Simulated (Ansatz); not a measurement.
Two isomers of C4H9N: A = `C=CNCC`, B = `NCC1CC1`.

Program: Ansatz. Geometries: PBE0-D4/def2-TZVP. ΔE: electronic, gas phase. CBS: MP2 limit from def2 TZ/QZ plus the TZ coupled-cluster correction, frozen cores. Functionals use def2-TZVPP. B3LYP here is the variant with VWN-RPA as its local correlation; programs differ in this. One conformer a species, not always the lowest.

A:

Z-matrix (Å, degrees):
```
C
C 1 1.521
N 1 1.446 2 114.6
H 1 1.094 2 110.1 3 -122.2
H 1 1.095 2 109.9 3 121.1
H 2 1.093 1 110.9 3 60.8
H 2 1.093 1 111.0 3 -179.2
H 2 1.093 1 110.8 3 -58.9
C 3 1.375 1 119.4 2 73.4
H 3 1.009 1 114.4 2 -67.3
C 9 1.334 3 127.2 1 -151.9
H 9 1.088 3 113.1 1 31.2
H 11 1.080 9 120.2 3 -174.7
H 11 1.085 9 122.0 3 3.6
```

B:

```xyz
14

N     0.945    0.843    1.772
C     1.066    0.181    0.483
C    -0.109    0.332   -0.447
C    -1.299   -0.562   -0.276
C    -0.399   -0.726   -1.464
H     0.089    0.550    2.229
H     0.873    1.845    1.645
H     1.974    0.553   -0.002
H     1.236   -0.887    0.663
H    -0.321    1.355   -0.746
H    -1.251   -1.319    0.499
H    -2.288   -0.150   -0.436
H    -0.770   -0.424   -2.435
H     0.254   -1.591   -1.485
```

**Question.** Which is lower in electronic energy at CCSD(T)/CBS, and by how much? (Estimate.)

**Answer.** The calculation gave: A, by 19.5 kJ/mol.

**Question.** Give E(B) − E(A) in kJ/mol with B2PLYP, CCSD(T)/def2-TZVPP, B3LYP, CCSD/def2-TZVPP, r2SCAN-D4, B3LYP-D4, PBE0-D4. (Best estimate.)

**Answer.** Ansatz gave: B2PLYP 28.9, CCSD(T)/def2-TZVPP 18.4, B3LYP 37.1, CCSD/def2-TZVPP 16.7, r2SCAN-D4 23.1, B3LYP-D4 36.7, PBE0-D4 13.3. None reverses the order clearly.

Largest T1 diagnostic: 0.011.

From PBE to PBE0 (25 % exact exchange), in def2-TZVPP and without D4, E(B) − E(A) moves by −10.0 kJ/mol. In def2-TZVPP, CCSD(T) changes the Hartree–Fock value by −14.0 kJ/mol (the triples alone add +1.7 kJ/mol) and MP2 by −23.7 kJ/mol.
